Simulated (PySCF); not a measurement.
## Molecular orbitals of S₂⁺

PBE at R = 1.832 Å; basis S def2-SVP; no relativity; PySCF 2.14. State: ²Πg (doublet), unpaired electrons π ↑. Only the outer orbitals are listed.

```tsv
spin	orbital	occ.	ε (eV)	main shells (%)
α	σg	1	-29.83	84 s, 14 p
α	σu	1	-23.30	92 s
α	σg	1	-17.89	82 p, 16 s
α	πu	1	-17.32	98 p
α	πu	1	-17.23	98 p
α	πg	1	-13.26	99 p
α	πg	0	-13.23	99 p
α	σu	0	-7.77	89 p, 11 d
α	σg	0	-1.45	60 s, 30 d, 10 p
β	σg	1	-29.54	83 s, 15 p
β	σu	1	-22.72	92 s
β	σg	1	-17.56	81 p, 18 s
β	πu	1	-17.13	98 p
β	πu	1	-16.39	97 p
β	πg	0	-12.98	99 p
β	πg	0	-12.13	99 p
β	σu	0	-7.48	89 p, 11 d
```

Task: Which are the highest filled and the lowest empty level, where do they sit, and how wide is the gap?

Result: Highest filled α πg at -13.26 eV (in %: 99 p); lowest empty α πg at -13.23 eV (in %: 99 p); the gap at PBE is 0.03 eV. Both belong to one degenerate shell, split only by its one-sided filling, so this is no excitation gap.

```json
{"bond order (Mayer)": "2.49", "⟨S²⟩": "0.751", "polarisability along the bond": "40.1 bohr³", "polarisability across the bond": "14.2 bohr³"}
```

The state was picked by a PBE0 search and need not be the measured ground state.
